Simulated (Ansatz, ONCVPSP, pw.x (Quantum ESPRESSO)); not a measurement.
**pw.x on diamond Li: one setting changed**

Potential: optimised norm-conserving Vanderbilt (ONCV), ONCVPSP 4.0.1.1 (patched build), LDA (Perdew-Wang 92); core [He], reference 2s1; waves: 2s: rc 3.20 bohr, ncon 3, nbas 7, qcut 2.1 1/bohr, 3 projectors, debl 1.2 Ha; p scattering state at 0.29 Ha: rc 3.00 bohr, ncon 4, nbas 7, qcut 3.1 1/bohr, 1 projector; d scattering state at 0.14 Ha: rc 2.95 bohr, ncon 3, nbas 7, qcut 2.9 1/bohr, 3 projectors, debl 2.6 Ha; local part: polynomial inside 2.65 bohr (lpopt 5, dvloc0 1 Ha); core correction: Teter function, parameters optimised by the program. In the p channel the program set the typed energies aside and used 0.050 Ha.

The reference run (k-mesh 8³, cutoffs 50/200 Ry, Fermi–Dirac 0.01 Ry, mixing_beta 0.4, conv_thr 1e-9, no spin) gives -0.06 GPa at 23.620 Å³/atom, where all-electron LAPW gives -0.01 GPa. This run, with its own iteration cap, changes nspin = 2 with starting_magnetization to -0.3.

```
&control
  calculation='scf', prefix='x', pseudo_dir='./', outdir='./tmp', tstress=.true., disk_io='none'
/
&system
  ibrav=0, nat=2, ntyp=1, ecutwfc=50, ecutrho=200, nbnd=8,
  occupations='smearing', smearing='fd', degauss=0.01, nspin=2, starting_magnetization(1)=-0.3
/
&electrons
  conv_thr=1e-09, mixing_beta=0.4, electron_maxstep=60
/
ATOMIC_SPECIES
Li 1.0 Li.UPF
CELL_PARAMETERS angstrom
  0.00000000 2.86919433 2.86919433
  2.86919433 0.00000000 2.86919433
  2.86919433 2.86919433 0.00000000
ATOMIC_POSITIONS crystal
Li 0.0000 0.0000 0.0000
Li 0.2500 0.2500 0.2500
K_POINTS automatic
8 8 8 0 0 0
```

```bash
pw.x < Li.scf.in > Li.scf.out
```

Q: How does the run end?

A: It converges in 6 iterations; the free energy moves by +0.0 meV/atom and the pressure by +0.00 GPa. The result is that of the reference run.

```
Message from routine setup:
     using ibrav=0 with symmetry is DISCOURAGED, use correct ibrav instead
     lattice parameter (alat)  =       7.6679  a.u.
     unit-cell volume          =     318.7913 (a.u.)^3
     number of electrons       =         2.00
     number of Kohn-Sham states=            8
     kinetic-energy cutoff     =      50.0000  Ry
     charge density cutoff     =     200.0000  Ry
     scf convergence threshold =      1.0E-09
     Exchange-correlation= SLA  PW   NOGX NOGC
     atomic species   magnetization
     number of k points=    29  Fermi-Dirac smearing, width (Ry)=  0.0100
     iteration #  1     ecut=    50.00 Ry     beta= 0.40
     total energy              =      -1.09305488 Ry
     estimated scf accuracy    <       0.00078223 Ry
     total magnetization       =    -0.20 Bohr mag/cell
     absolute magnetization    =     0.20 Bohr mag/cell
     iteration #  2     ecut=    50.00 Ry     beta= 0.40
     total energy              =      -1.09463436 Ry
     estimated scf accuracy    <       0.00030541 Ry
     total magnetization       =    -0.15 Bohr mag/cell
     absolute magnetization    =     0.15 Bohr mag/cell
     iteration #  3     ecut=    50.00 Ry     beta= 0.40
     total energy              =      -1.09527732 Ry
     estimated scf accuracy    <       0.00000995 Ry
     total magnetization       =    -0.05 Bohr mag/cell
     absolute magnetization    =     0.05 Bohr mag/cell
     iteration #  4     ecut=    50.00 Ry     beta= 0.40
     total energy              =      -1.09537302 Ry
     estimated scf accuracy    <       0.00000163 Ry
     total magnetization       =    -0.01 Bohr mag/cell
     absolute magnetization    =     0.01 Bohr mag/cell
     iteration #  5     ecut=    50.00 Ry     beta= 0.40
     total energy              =      -1.09537427 Ry
     estimated scf accuracy    <       0.00000002 Ry
     total magnetization       =    -0.00 Bohr mag/cell
     absolute magnetization    =     0.00 Bohr mag/cell
     iteration #  6     ecut=    50.00 Ry     beta= 0.40
     the Fermi energy is     0.2087 ev
!    total energy              =      -1.09537437 Ry
     estimated scf accuracy    <          9.1E-10 Ry
     smearing contrib. (-TS)   =      -0.00333468 Ry
     The total energy is F=E-TS. E is the sum of the following terms:
     one-electron contribution =       0.73574235 Ry
     hartree contribution      =       0.00063395 Ry
     xc contribution           =      -0.83490685 Ry
     ewald contribution        =      -0.99350914 Ry
     total magnetization       =     0.00 Bohr mag/cell
     absolute magnetization    =     0.00 Bohr mag/cell
     convergence has been achieved in   6 iterations
          total   stress  (Ry/bohr**3)                   (kbar)     P=       -0.61
     Message from routine punch:
     Nothing written, as per user request (disk_io='none')
```

The run took about 23 s on one core of a shared host (Neoverse-N1, 64 threads, 124 GiB, load 58).
